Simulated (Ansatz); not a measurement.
# PBE/6-31G(d) (spherical functions) run of C4H11P (SMILES CC(C)(C)P)

Aim: the energy change on altering one bond length of C4H11P at PBE/6-31G* (spherical functions), from 2 runs. 

The calculation is run with Ansatz 0.2.0.

54 further runs of the same task are left out: 54 set aside as unsound or not needed.

**1. Starting point**

C4H11P has 16 atoms, charge 0, and is taken as a singlet. As SMILES, `CC(C)(C)P`. The coordinates come from a PBE0-D4/def2-TZVP relaxation. This is one conformer, not always the lowest.

Bond lengths: C1–C2 1.523 Å, C2–C3 1.527 Å, C2–C4 1.527 Å, C2–P5 1.872 Å, C1–H6 1.092 Å, C1–H7 1.096 Å, C1–H8 1.092 Å, C3–H9 1.093 Å, C3–H10 1.093 Å, C3–H11 1.095 Å, C4–H12 1.093 Å, C4–H13 1.093 Å, C4–H14 1.095 Å, P5–H15 1.422 Å, P5–H16 1.422 Å. Some angles: C1–C2–C3 110.1°, C1–C2–C4 110.0°, C1–C2–P5 112.6°, C3–C2–C4 109.8°, C3–C2–P5 107.1°, C4–C2–P5 107.1°, C2–C1–H6 111.4°, C2–C1–H7 110.3°, C2–C1–H8 111.4°, C2–C3–H9 111.6°.

**2. A single-point energy at PBE/6-31G(d) (spherical functions)**

File in.yaml:

```yaml
crystal:
  periodic: [false, false, false]
  atoms:
    - symbol: C
      position_ang: [-0.741780, 0.582300, -1.051100]
    - symbol: C
      position_ang: [0.035910, -0.030370, 0.105610]
    - symbol: C
      position_ang: [1.479480, 0.466250, 0.087120]
    - symbol: C
      position_ang: [0.012170, -1.553500, 0.003740]
    - symbol: P
      position_ang: [-0.680560, 0.421300, 1.774860]
    - symbol: H
      position_ang: [-0.742250, 1.673450, -0.997130]
    - symbol: H
      position_ang: [-0.290390, 0.293200, -2.007510]
    - symbol: H
      position_ang: [-1.780850, 0.244920, -1.055490]
    - symbol: H
      position_ang: [2.060940, 0.041070, 0.909040]
    - symbol: H
      position_ang: [1.529020, 1.555730, 0.165270]
    - symbol: H
      position_ang: [1.962690, 0.177600, -0.852030]
    - symbol: H
      position_ang: [-1.010560, -1.939840, 0.019660]
    - symbol: H
      position_ang: [0.562950, -2.019500, 0.824670]
    - symbol: H
      position_ang: [0.474130, -1.873090, -0.936090]
    - symbol: H
      position_ang: [-0.829160, 1.815640, 1.538880]
    - symbol: H
      position_ang: [-2.041750, 0.144830, 1.470480]
basis:
  gaussian: {orbitals: 6-31G_st_-spherical.json}
hamiltonian: {xc: {name: PBE}}
accuracy: high
output: {orbitals: {seedname: orbitals}}
```

The basis set 6-31G* is read from a file made from the Basis Set Exchange's data (not shown).

Launch:

```sh
$ ansatz run in.yaml --threads 1 --pin off --max-ram 3480MiB --events-out events.jsonl --progress --plain --runs-dir runs
```

Log:

```text
Warning: RAYON_NUM_THREADS=1 ignored (pool sized by the plan → 1); use --threads N
Functional definition: PBE
  name "PBE"
  parameter kappa = 0.804
  parameter beta = 0.06672455060314922
  exchange = pbe_x(kappa = kappa, mu = beta*pi^2/3)
  correlation = pbe_c(beta = beta)
2474 factors; integrals over basis functions are off by at most 4.0e-9 eV
mean field evaluation 1: about -13593.0914 eV, gradient 6.8e1 eV
mean field evaluation 2: about -13573.1410 eV, gradient 1.1e2 eV
mean field evaluation 4: about -13604.7518 eV, gradient 6.4e0 eV
mean field evaluation 8: about -13604.8323 eV, gradient 6.7e-2 eV
mean field evaluation 16: about -13604.8323 eV, gradient 7.1e-6 eV
mean field -13604.83228309 eV, -499.9683647169 hartree, gradient 4.4e-8 eV, S^2 0.000000; 0 other end points of the search recorded, 0 dependent functions left out
reference -13604.83228599 eV, -499.9683648236 hartree; 25, 25 occupied and 71, 71 virtual orbitals, 2474 factors
Total energy: -13604.83228599 eV, -499.9683648236 hartree
```

It took 13 s on 1 thread of Arm Neoverse V1, shared host; peak memory 0.3 GiB.

**3. The distorted shape at the same level**

File run.yaml:

```yaml
crystal:
  periodic: [false, false, false]
  atoms:
    - {symbol: C, position_ang: [0.089511, 0.852216, -1.047588]}
    - {symbol: C, position_ang: [0.867201, 0.239546, 0.109122]}
    - {symbol: C, position_ang: [2.310771, 0.736166, 0.090632]}
    - {symbol: C, position_ang: [0.843461, -1.283584, 0.007252]}
    - {symbol: P, position_ang: [0.150731, 0.691216, 1.778372]}
    - {symbol: H, position_ang: [0.089041, 1.943366, -0.993618]}
    - {symbol: H, position_ang: [0.540901, 0.563116, -2.003998]}
    - {symbol: H, position_ang: [-1.780850, 0.244920, -1.055490]}
    - {symbol: H, position_ang: [2.892231, 0.310986, 0.912552]}
    - {symbol: H, position_ang: [2.360311, 1.825646, 0.168782]}
    - {symbol: H, position_ang: [2.793981, 0.447516, -0.848518]}
    - {symbol: H, position_ang: [-0.179269, -1.669924, 0.023172]}
    - {symbol: H, position_ang: [1.394241, -1.749584, 0.828182]}
    - {symbol: H, position_ang: [1.305421, -1.603174, -0.932578]}
    - {symbol: H, position_ang: [0.002131, 2.085556, 1.542392]}
    - {symbol: H, position_ang: [-1.210459, 0.414746, 1.473992]}
basis:
  gaussian: {orbitals: 6-31G_st_-spherical.json}
hamiltonian: {xc: pbe}
accuracy: high
output: {orbitals: {seedname: orbitals}}
```

The basis set 6-31G* is read from a file made from the Basis Set Exchange's data (not shown).

Launch:

```sh
$ ansatz run run.yaml --threads 1 --pin off --max-ram 3480MiB --events-out events.jsonl --progress --plain --runs-dir runs
```

Log, cut to the lines that bear on the results:

```text
Warning: RAYON_NUM_THREADS=1 ignored (pool sized by the plan → 1); use --threads N
[... 6 set-up lines as earlier in the session ...]
2480 factors; integrals over basis functions are off by at most 4.0e-9 eV
mean field evaluation 1: about -13587.4923 eV, gradient 7.2e1 eV
mean field evaluation 2: about -13552.6323 eV, gradient 1.2e2 eV
mean field evaluation 4: about -13601.3962 eV, gradient 1.1e1 eV
mean field evaluation 8: about -13601.6749 eV, gradient 3.5e-1 eV
mean field evaluation 16: about -13601.6753 eV, gradient 3.6e-5 eV
mean field -13601.67532940 eV, -499.8523488088 hartree, gradient 1.7e-8 eV, S^2 0.000000; 0 other end points of the search recorded, 0 dependent functions left out
reference -13601.67533243 eV, -499.8523489203 hartree; 25, 25 occupied and 71, 71 virtual orbitals, 2480 factors
Total energy: -13601.67533243 eV, -499.8523489203 hartree
```

Wall time 12 s (1 thread of Arm Neoverse V1, shared host); peak memory 0.31 GiB.

**4. What came out**

At PBE/6-31G* (spherical functions):

```
                                                         quantity          value
                                        first shape: total energy  -499.96836 Eh
                                         first shape: HOMO energy       -5.69 eV
                                         first shape: LUMO energy        0.18 eV
                                       first shape: HOMO–LUMO gap        5.88 eV
                                    distorted shape: total energy  -499.85235 Eh
                                     distorted shape: HOMO energy       -5.71 eV
                                     distorted shape: LUMO energy       -2.27 eV
                                   distorted shape: HOMO–LUMO gap        3.44 eV
energy change with the C1–H8 bond stretched from 1.092 to 1.966 Å       3.157 eV
```

One bond (distorted shape) is far stretched, which a spin-restricted single reference describes badly; a broken-symmetry solution may lie lower. With the C1–H8 bond stretched from 1.092 to 1.966 Å the energy rises by 3.16 eV (305 kJ/mol). The first shape isn't relaxed at this level, so the change isn't measured from a minimum. A restricted reference can't describe the breaking bond well at this length.
